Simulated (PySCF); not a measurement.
Compound: cyclopropenethione, C3H2S.
Atom-mapped SMILES: `[S:1]=[c:2]1[cH:3][cH:4]1`

Definitions: NICS(0) = −σiso at the ring centroid; NICS(1) = −σiso and NICS(1)zz = −σzz at ±1 Å along the ring normal z. Level: GIAO PBE0/pcSseg-2 (PySCF, non-relativistic, gas phase) on the PBE0-D3(BJ)/def2-TZVP geometry, one conformer.

Ring bond lengths (Å), with Mayer bond orders in brackets: C2–C3 1.415 (1.03), C3–C4 1.326 (1.58), C4–C2 1.416 (1.03).

Task: What do the NICS probes read (ppm)?

Result: 
```csv
ring,type,NICS(0),"NICS(1), two faces","NICS(1)zz, two faces",rms pucker (Å),"centre to ring atoms, mean (Å)"
C2–C3–C4,3-membered carbocycle; bonds drawn aromatic by RDKit's count,-18.3,-10.0 / -10.0,-16.9 / -16.9,0.00,0.80
```

Task: What do they say, and how far can they be read as aromaticity?

Result: 
- C2–C3–C4: mean NICS(1)zz -16.9 ppm, shielded. NICS(0) lies 8 ppm below the mean NICS(1).

Task: And the bond-length index? Use HOMA with the parameters of Krygowski (1993).

Result: 
- C2–C3–C4: HOMA 0.55 = 1 − EN − GEO, with mean bond length 1.386 Å, EN = α(Ropt − mean)² = 0.001 and GEO = α × variance = 0.453.

Task: What field does 11.7 T along the ring normal induce along that normal at the first NICS(1) probe listed for ring C2–C3–C4, 1 Å off the ring?

Result: NICSzz × B0 = -16.9 ppm × 11.7 T = -198 μT, against the applied field.
